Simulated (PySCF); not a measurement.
fluorodichloromethane, CHCl₂F, SMILES FC(Cl)Cl, point group Cs.

Force field and properties: PBE0/pcSseg-1 (PySCF, grid level 2). Vibrational terms come from second-order perturbation theory with semi-diagonal cubic constants, by steps of ±0.6 along the normal coordinates of each isotopologue. The parent has the commonest isotopes.

Equilibrium geometry (Å):

```json
{"atom": "F1", "x": "-0.0541", "y": "1.1965", "z": "-0.7087"}
{"atom": "C2", "x": "0.0045", "y": "0.1008", "z": "0.0583"}
{"atom": "Cl3", "x": "1.4981", "y": "-0.7798", "z": "-0.2963"}
{"atom": "Cl4", "x": "-1.4307", "y": "-0.8929", "z": "-0.2321"}
{"atom": "H5", "x": "0.0166", "y": "0.3867", "z": "1.1100"}
```

An isotope shift is δ(isotopologue) − δ(parent), that is, the negative of the change in the averaged GIAO shielding; n counts bonds from the nearest label (0: the labelled atom itself). These are computed values; those of heavy atoms are rounded to 5 ppb, about the numerical noise. One-bond deuterium shifts of ¹³C at such levels come out too large, by a quarter to a half.

What isotope shifts arise with ³⁷Cl at 3?


| nucleus | n | 0 K (ppb) | 250 K (ppb) |
| --- | --- | --- | --- |
| Cl3 | 0 | -105 | -80 |
| C2 | 1 | -5 | -5 |
| F1 | 2 | -15 | -10 |
| Cl4 | 2 | -20 | -10 |
| H5 | 2 | 0 | 0 |

What isotope shifts arise with ²H at 5?


```
nucleus  n  0 K (ppb)  250 K (ppb)
     H5  0       -144         -142
     C2  1       -310         -300
     F1  2       -905         -885
    Cl3  2      -2170        -2100
    Cl4  2      -2165        -2095
```

What isotope shifts arise with ¹³C at 2, ³⁷Cl at 3?


```csv
nucleus,n,0 K (ppb),250 K (ppb)
C2,0,-45,-45
Cl3,0,-425,-365
F1,1,-200,-190
Cl4,1,-340,-300
H5,1,-3,-3
```
